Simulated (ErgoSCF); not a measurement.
# One shape, several levels: NH3S (Thiohydroxylamine)

Wanted: a comparison of 6 runs (HF/STO-3G, HF/3-21G, HF/def2-SVP, B3LYP/6-31G**, PBE0/def2-SVP, PBE0/6-311G**) of NH3S (Thiohydroxylamine). 

The results are computed with ErgoSCF 3.8.

1 further run of the same task is left out (set aside as unsound or not needed).

### Step 1. The molecule

NH3S has 5 atoms, charge 0, and is taken as a singlet. As SMILES, `NS`. Geometry: relaxed at GFN2-xTB. This is one conformer, not always the lowest.

Bond lengths: N1–S2 1.719 Å, N1–H3 1.015 Å, N1–H4 1.015 Å, S2–H5 1.338 Å. Angles: N1–S2–H5 95.5°, S2–N1–H3 109.8°, S2–N1–H4 109.7°, H3–N1–H4 108.9°.

### Step 2. The energy at HF/STO-3G (run 1)

The input, run.inp:

```
# HF on H3NS
set_nthreads(1)
molecule_inline
N   -0.30757182  -0.95884704  -0.43784954
S    0.31798421   1.80349792   1.15335655
H    0.02842148  -2.45794787   0.70945988
H   -2.14670998  -0.99157709  -0.98116470
H    2.10787611   2.60487408  -0.44382108
EOF
scf.max_number_of_iterations = 120
scf.output_mulliken_pop = 1
basis = "STO-3G"
scf.use_diagonalization = 1
tmpdir = "."
run "HF"
```

The basis set STO-3G is read from a file made from the Basis Set Exchange's data (not shown).

On the command line:

```sh
$ ergo run.inp
```

Log:

```text
[...]
INSC SCF_general constructor, number of basis functions: 17
[...]
INSC Energy   1 =       -402.02180614480
[...]
INDE E_LUMO =          0.43956924749
[...]
INSC Energy  11 =       -448.61892204267  ( diff     -0.000000000007617 )
[...]
RESC CONVERGED after  11 iterations.
RESC FINAL ENERGY:       -448.61892204267
[...]
INSC SCF: dipole_moment_x [atomic units] =      -0.21759056
INSC SCF: dipole_moment_y [atomic units] =      -0.11157184
INSC SCF: dipole_moment_z [atomic units] =       0.18425971
[...]
```

Wall time 0.62 s (1 thread of Intel Xeon 6975P-C (Granite Rapids), shared host); peak memory 0.26 GiB.

### Step 3. A single-point energy at HF/3-21G (run 2)

The input, input.ego:

```
set_nthreads("env")
molecule_inline
N     -0.30757182    -0.95884704    -0.43784954
S      0.31798421     1.80349792     1.15335655
H      0.02842148    -2.45794787     0.70945988
H     -2.14670998    -0.99157709    -0.98116470
H      2.10787611     2.60487408    -0.44382108
EOF
tmpdir = "."
basis = "3-21G"
scf.output_mulliken_pop = 1
scf.max_number_of_iterations = 120
scf.use_diagonalization = 1
run "HF"
```

The basis set 3-21G is read from a file made from the Basis Set Exchange's data (not shown).

On the command line:

```sh
$ ergo input.ego
```

Log:

```text
[...]
INSC SCF_general constructor, number of basis functions: 28
[...]
INSC Energy   1 =       -293.07647487316
[...]
INDE E_LUMO =          0.18039465983
[...]
INSC Energy  17 =       -451.40566970363  ( diff     -0.000000000000568 )
[...]
RESC CONVERGED after  17 iterations.
RESC FINAL ENERGY:       -451.40566970363
[...]
INSC SCF: dipole_moment_x [atomic units] =      -0.25256871
INSC SCF: dipole_moment_y [atomic units] =      -0.33572317
INSC SCF: dipole_moment_z [atomic units] =       0.03543419
[...]
```

It took 0.86 s on 1 thread of Intel Xeon 6975P-C (Granite Rapids), shared host; peak memory 0.26 GiB.

Run 3 isn't shown in full; the table further down has it.

### Step 4. The energy at B3LYP/6-31G(d,p) (spherical functions) (run 4)

The input, run.inp:

```
set_nthreads(1)
molecule_inline
N     -0.30757182    -0.95884704    -0.43784954
S      0.31798421     1.80349792     1.15335655
H      0.02842148    -2.45794787     0.70945988
H     -2.14670998    -0.99157709    -0.98116470
H      2.10787611     2.60487408    -0.44382108
EOF
scf.output_mulliken_pop = 1
charge = 0
basis = "6-31G**"
XC.sparse_mode = 0
XC.radint = 1e-11
scf.use_diagonalization = 1
scf.max_number_of_iterations = 120
tmpdir = "."
XC.angint = 41
run "B3LYP-G"
```

The basis set 6-31G** is read from a file made from the Basis Set Exchange's data (not shown).

On the command line:

```sh
$ ergo < run.inp
```

Log:

```text
[...]
INDF Weighted mixed functional:
[...]
INSC Energy   1 =       -197.54455941471
[...]
INDE E_LUMO =          0.00926559540
[...]
INSC Energy  22 =       -454.72116017376  ( diff     -0.000000000001705 )
[...]
RESC CONVERGED after  22 iterations.
RESC FINAL ENERGY:       -454.72116017376
[...]
INSC SCF: dipole_moment_x [atomic units] =      -0.23244540
INSC SCF: dipole_moment_y [atomic units] =      -0.37068647
INSC SCF: dipole_moment_z [atomic units] =      -0.02126789
[...]
```

Wall time 8.4 s (1 thread of Intel Xeon 6975P-C (Granite Rapids), shared host); peak memory 0.26 GiB.

Run 5 isn't shown in full; the table further down has it.

### Step 5. The energy at PBE0/6-311G(d,p) (run 6)

The input, ergo.in:

```
# H3NS, PBE0
set_nthreads(1)
molecule_inline
N     -0.30757182    -0.95884704    -0.43784954
S      0.31798421     1.80349792     1.15335655
H      0.02842148    -2.45794787     0.70945988
H     -2.14670998    -0.99157709    -0.98116470
H      2.10787611     2.60487408    -0.44382108
EOF
scf.use_diagonalization = 1
XC.sparse_mode = 0
XC.angint = 41
tmpdir = "."
XC.radint = 1e-11
basis = "6-311G**"
scf.output_mulliken_pop = 1
scf.max_number_of_iterations = 120
run "PBE0"
```

The basis set 6-311G** is read from a file made from the Basis Set Exchange's data (not shown).

On the command line:

```sh
$ ergo < ergo.in
```

Log:

```text
[...]
INDF Weighted mixed functional:
[...]
INSC Energy   1 =       -230.77348144169
[...]
INDE E_LUMO =          0.00358133533
[...]
INSC Energy  17 =       -454.54296115611  ( diff      0.000000000000455 )
[...]
RESC CONVERGED after  17 iterations.
RESC FINAL ENERGY:       -454.54296115611
[...]
INSC SCF: dipole_moment_x [atomic units] =      -0.22101304
INSC SCF: dipole_moment_y [atomic units] =      -0.37509182
INSC SCF: dipole_moment_z [atomic units] =      -0.03962712
[...]
```

Run time: 9.6 s. Hardware: 1 thread of Intel Xeon 6975P-C (Granite Rapids), shared host; peak memory 0.26 GiB.

### Step 6. The series

```tsv
run	level	integration grid	radint	energy (Eh)	dipole moment (D)	wall time
1	HF/STO-3G	–	–	-448.618922	0.78	0.62 s
2	HF/3-21G	–	–	-451.405670	1.07	0.86 s
3	HF/def2-SVP	–	–	-453.529571	0.86	3.6 s
4	B3LYP/6-31G** (spherical functions)	Turbo	1e-11	-454.721160	1.11	8.4 s
5	PBE0/def2-SVP	Turbo	1e-11	-454.348050	0.94	6.3 s
6	PBE0/6-311G**	Turbo	1e-11	-454.542961	1.11	9.6 s
```

### Step 7. Summary of results

```
            quantity          value
 run 6: total energy  -454.54296 Eh
run 6: dipole moment         1.11 D
```

In words: The dipole moment (its size) runs from 0.78 D (HF/STO-3G) to 1.11 D (B3LYP/6-31G**). The two ends differ in method and basis. Totals of different functionals can't be ranked against each other. In run 1 the basis is minimal, so the values are rough. All runs together took 29 s, the longest 9.6 s.
